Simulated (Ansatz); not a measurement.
A run for Ansatz (a quantum-chemistry and plane-wave program): R-B3LYP/def2-TZVPP on CHO (SMILES [CH]=O, charge +1), atoms moved off the minimum. Charge +1.

Ansatz 0.2 input:
```yaml
crystal:
  periodic: [false, false, false]
  atoms:
    - {symbol: C, position_ang: [-0.03120073, 0.03906237, -0.46881469]}
    - {symbol: O, position_ang: [0.02466703, 0.05120131, 0.59069256]}
    - {symbol: H, position_ang: [0.04867714, -0.07862149, -1.57337297]}
basis:
  gaussian:
    orbitals: def2-TZVPP
hamiltonian:
  xc: {name: B3LYP}
total_charge: 1
scf: {lower_state_search: off}
output: {forces: true}
```

Problem. Predict the final total energy.

Solution. -113.5907 hartree.
